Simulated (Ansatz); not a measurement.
Input file:

```yaml
crystal:
  periodic: [false, false, false]
  atoms:
    - {symbol: N, position_ang: [-1.130131, 0.013798, -0.027687]}
    - {symbol: H, position_ang: [-1.427411, 0.981632, -0.027687]}
    - {symbol: H, position_ang: [-1.427410, -0.388500, 0.852572]}
    - {symbol: H, position_ang: [-0.030131, 0.013798, -0.027687]}
    - {symbol: N, position_ang: [1.229869, 0.013798, -0.027687]}
    - {symbol: H, position_ang: [1.498951, -0.990428, -0.027687]}
basis:
  gaussian: {orbitals: cc-pVDZ}
magnetization: {spin_polarized: true, initial_magnetization: 2}
correlation: {method: bccd_t, electrons: valence}
output: {forces: true}
```

```sh
$ ansatz run in.yaml --threads 1 --pin off --events-out ev --progress --plain --max-ram 2393MiB
```

The program prints:

```
445 factors; integrals over basis functions are off by at most 1.3e-3 eV
mean field evaluation 1: about -3021.2683 eV, gradient 1.9e1 eV
mean field evaluation 2: about -3021.3105 eV, gradient 1.9e1 eV
mean field evaluation 4: about -3023.2523 eV, gradient 2.9e0 eV
mean field evaluation 8: about -3023.3516 eV, gradient 2.5e-1 eV
mean field evaluation 16: about -3021.2679 eV, gradient 1.9e1 eV
mean field evaluation 32: about -3021.1082 eV, gradient 2.4e0 eV
mean field evaluation 64: about -3020.1572 eV, gradient 4.6e-4 eV
mean field -3023.35422535 eV, -111.1062184784 hartree, gradient 3.6e-6 eV, S^2 2.028999; 1 other end points of the search recorded, 0 dependent functions left out
determinant -3023.35422535 eV, -111.1062184784 hartree, with singles and doubles -3032.68669878 eV, -111.4491805513 hartree
determinant -3020.15715915 eV, -110.9887284626 hartree, with singles and doubles -3029.53234451 eV, -111.3332601701 hartree
2 core orbitals not correlated: weight in the atoms' cores, before any rotation towards them, 1.000 or more for the frozen orbitals, at most 0.000 for the correlated occupied ones
reference -3023.35422535 eV, -111.1062184784 hartree; 8, 6 occupied and 38, 40 virtual orbitals, 445 factors
second order -8.38531640 eV of doubles, -0.00000000 eV of singles
cycle   1  -9.31997615 eV  change    1.2e-2 eV  update   6.1e-3
cycle   2  -9.32186840 eV  change   -1.9e-3 eV  update   3.0e-3
cycle   3  -9.32078607 eV  change    1.1e-3 eV  update   2.2e-3
cycle   4  -9.32001202 eV  change    7.7e-4 eV  update   1.5e-3
cycle   5  -9.32076757 eV  change   -7.6e-4 eV  update   5.6e-4
cycle   6  -9.32075590 eV  change    1.2e-5 eV  update   2.5e-4
cycle   7  -9.32078517 eV  change   -2.9e-5 eV  update   1.3e-4
cycle   8  -9.32079104 eV  change   -5.9e-6 eV  update   6.5e-5
cycle   9  -9.32077950 eV  change    1.2e-5 eV  update   3.5e-5
cycle  10  -9.32077231 eV  change    7.2e-6 eV  update   1.7e-5
cycle  11  -9.32077798 eV  change   -5.7e-6 eV  update   8.2e-6
cycle  12  -9.32077801 eV  change   -3.1e-8 eV  update   3.1e-6
cycle  13  -9.32077891 eV  change   -9.0e-7 eV  update   1.2e-6
perturbative correction -0.22202641 eV, -0.0081593202 hartree
the calculation of the forces begins
Total energy: -3032.89703068 eV, -111.4569101059 hartree
Atom 0 at    -1.130131     0.013798    -0.027687 Å, force    -0.820841    -1.017603    -1.045019 eV/Å
Atom 1 at    -1.427411     0.981632    -0.027687 Å, force     0.105958     0.678956     0.245262 eV/Å
Atom 2 at    -1.427410    -0.388500     0.852572 Å, force    -0.096846    -0.094625     0.682255 eV/Å
Atom 3 at    -0.030131     0.013798    -0.027687 Å, force    -2.096049     0.325014     0.078729 eV/Å
Atom 4 at     1.229869     0.013798    -0.027687 Å, force     3.069929     0.609770    -0.007231 eV/Å
Atom 5 at     1.498951    -0.990428    -0.027687 Å, force    -0.162151    -0.501511     0.046003 eV/Å
Dipole moment:     0.122068    -0.126600     0.258521 e Å
```

Forces (eV/Å):
```
N   -0.821 -1.018 -1.045
H    0.106  0.679  0.245
H   -0.097 -0.095  0.682
H   -2.096  0.325  0.079
N    3.070  0.610 -0.007
H   -0.162 -0.502  0.046
```

Ran on 1 thread of Intel Xeon 6975P-C, shared host: 5.5 s wall, 0.28 GiB peak host memory.
